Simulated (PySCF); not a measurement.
Spectra and structures to be paired. Level of theory: PySCF, TDDFT CAM-B3LYP/def2-SVPD, vertical, gas phase, core orbitals frozen in the response. Geometries: GFN2-xTB; one conformer of each isolated species. Triplets are in the Tamm–Dancoff approximation.

A. `O=CCl`
B. `C[C@H](Cl)CCCl`
C. `F[SiH]` [singlet]
D. `O=CC1=C(Cl)C=C[C@@H]1F`
E. `FC(F)=C(F)[C@@H]1[C@@H]2C[C@@H]21`

Lowest singlet levels (six at most, fewer where fewer were computed) with oscillator strengths:

1. 190 nm (f 0.005); 176 nm (f 0.015); 170 nm (f 0.093); 164 nm (f 0.163); 161 nm (f 0.016); 156 nm (f 0.077); T1 4.41 eV
2. 369 nm (f 0.001); 308 nm (f 0.133); 225 nm (f 0.011); 210 nm (f 0.095); 205 nm (f 0.043); 201 nm (f 0.142); T1 2.29 eV
3. 249 nm (f 0.000); 189 nm (f 0.000); 174 nm (f 0.039); 148 nm (f 0.001); 147 nm (f 0.000); 146 nm (f 0.126); T1 4.41 eV
4. 167 nm (f 0.004); 166 nm (f 0.001); 165 nm (f 0.002); 164 nm (f 0.003); 150 nm (f 0.034); 149 nm (f 0.061); T1 6.76 eV
5. 415 nm (f 0.022); 214 nm (f 0.083); 178 nm (f 0.148); 165 nm (f 0.049); 150 nm (f 0.298); 146 nm (f 0.006); T1 1.65 eV

Question: Match each spectrum to its molecule.

Answer: 1 = E, 2 = D, 3 = A, 4 = B, 5 = C.
- A: S1 at 4.98 eV, HOMO→LUMO (99%); S1 has the pattern of n→π* at C=O; HOMO -10.51 and LUMO -0.46 eV; point group Cs, 3 of its 6 listed states under f = 0.0005.
- B: S1 at 7.44 eV, HOMO→LUMO+2 (38%), HOMO-2→LUMO+1 (18%), HOMO→LUMO+1 (11%); Löwdin shares by element: HOMO chlorine 73%, carbon 14% or more; LUMO chlorine 29%, carbon 21% or more (atoms not listed hold the other 50%); HOMO -9.80 and LUMO 1.28 eV.
- C: S1 at 2.98 eV, HOMO→LUMO (98%); Löwdin shares by element: HOMO silicon 66%, hydrogen 20%, fluorine 14%; LUMO silicon 74%, fluorine 15%, hydrogen 11%; HOMO -8.42 and LUMO -1.58 eV; point group Cs.
- D: S1 at 3.36 eV, HOMO-1→LUMO (81%), HOMO-1→LUMO+1 (12%); Löwdin shares by element: HOMO carbon 57% or more, oxygen 11% (atoms not listed hold the other 32%); LUMO carbon 48% or more, oxygen 11% (atoms not listed hold the other 41%); HOMO -8.65 and LUMO -1.77 eV.
- E: S1 at 6.53 eV, HOMO→LUMO (41%), HOMO→LUMO+1 (29%), HOMO→LUMO+5 (9%); Löwdin shares by element: HOMO carbon 53% or more, fluorine 21% or more (atoms not listed hold the other 26%); LUMO carbon 38% or more, hydrogen 9% or more (atoms not listed hold the other 53%); HOMO -8.68 and LUMO 1.19 eV.
